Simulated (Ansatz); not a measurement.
**A rate constant, worked out**

An elementary step of SiNH5, closed shell (SiH₂ + NH₃ → SiNH₅ ([NH2][SiH3]); H–N broken or loosened, Si–H, Si–N formed or tightened). The start structure is the complex of the reactants, bound by 1.26 eV, and the electronic barrier above it is 1.657 eV by CCSD(T) at an estimated basis limit (MP2 extrapolated from triple and quadruple zeta, plus CCSD(T) − MP2 in triple zeta). Program: Ansatz 0.2.0. Basis: def2-TZVPP and def2-QZVPP. Cores are frozen in the correlated methods. Extrapolation: Hartree–Fock as exp(−7.88 √X), correlation as X^−2.97. Harmonic wavenumbers at PBE0-D4/def2-TZVP (Ansatz 0.2.0), in cm⁻¹:

Start: 172, 429, 552, 557, 861, 869, 971, 1249, 1652, 1655, 2008, 2009, 3492, 3609, 3610.

Saddle: 1590i, 318, 532, 618, 670, 762, 874, 948, 1178, 1534, 1892, 2124, 2180, 3492, 3644.

Question: Work out the transition-state-theory rate constant at 500 K from these numbers alone (harmonic vibrations; rotation, path degeneracy and anharmonicity left out), and the Wigner tunnelling factor. Use 1 cm⁻¹ = 1.2398 × 10⁻⁴ eV and k_B = 8.617 × 10⁻⁵ eV/K.

Answer: Zero-point energies, half the sums: start 23695/2 cm⁻¹ = 1.4689 eV; saddle, real modes only, 20766/2 cm⁻¹ = 1.2873 eV.
Barrier with zero-point energy: 1.657 + 1.2873 − 1.4689 = 1.4754 eV.
k_BT = 0.04309 eV, so the barrier is 34.24 k_BT.
Vibrational partition functions from the zero-point level, ln q = −Σ ln(1 − exp(−hν/k_BT)): start 2.026, saddle 1.423.
k = (k_BT/h) exp(ln q‡ − ln q) exp(−E0/k_BT), with log₁₀(k_BT/h in s⁻¹) = 13.02: log₁₀ k = 13.02 + (-0.603 − 34.24)/2.3026 = -2.11, so k ≈ 8 × 10^(-3) s⁻¹.
Wigner factor: 1 + (hν‡/k_BT)²/24 = 1 + (4.58)²/24 = 1.87, too large for this simple formula to be trusted. A change of 1 kcal/mol (0.043 eV) in the barrier would change k by a factor of 2.7 at this temperature.

No T1 diagnostic of these runs exceeds 0.014. The restricted Hartree–Fock reference is unstable towards an unrestricted one at one or more of these structures.

Losses and insertions of silylenes and their heavier kin drive the gas-phase chemistry of silicon and germanium vapour deposition.

Labels in which every atom is bracketed show which atoms are joined, not bond orders.

For scale, one of the runs: CCSD(T)/def2-TZVPP, 143 basis functions, launched by `ansatz run in.yaml --threads 2 --pin off --events-out ev --progress --plain --max-ram 4352MiB`. Hardware: 2 CPU threads of an Arm Neoverse V2, shared host. Wall time 7 s; peak host memory 0.79 GiB.
